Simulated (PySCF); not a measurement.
A GIAO shielding run with PySCF 2.14 (density fitting, non-relativistic, gas phase) on SMILES [PH4+], [H$_{4}$P]+:

```
$ OMP_NUM_THREADS=1 python probes_run.py task.json out

{"job": {"kind": "nmr", "xc": "PBE0", "basis": "pcSseg-0", "pop": true}, "charge": 1, "multiplicity": 1}
P     -0.022687     0.014966    -0.020135
H     -0.791694    -0.858207    -0.814484
H      0.297291    -0.616886     1.197667
H     -0.760919     1.186661     0.238992
H      1.163840     0.348688    -0.702433
```

Hardware: 1 thread of an Arm Neoverse V1, shared host. The job also computes population analyses, field gradients.

(1) How large is the calculation?

(2) How long does it take, and how much memory does it need?

(3) And these other runs on the same molecule and hardware: GIAO shielding at PBE0/IGLO-III; GIAO shielding at PBE0/aug-cc-pVDZ; GIAO shielding at PBE0/cc-pVDZ; GIAO shielding at PBE0/cc-pVTZ; GIAO shielding at PBE0/pcSseg-3?

Results:

(1) 18 electrons, 21 basis functions and 212 auxiliary functions.

(2) 0.75 s of wall time, with 9 SCF cycles and 3 response iterations; peak memory 0.33 GiB. Times on a shared host scatter by some tens of per cent.

(3) PBE0/IGLO-III: 84 functions, 1.9 s; PBE0/aug-cc-pVDZ: 63 functions, 1.6 s; PBE0/cc-pVDZ: 38 functions, 1.1 s; PBE0/cc-pVTZ: 90 functions, 2.2 s; PBE0/pcSseg-3: 208 functions, 7.2 s.
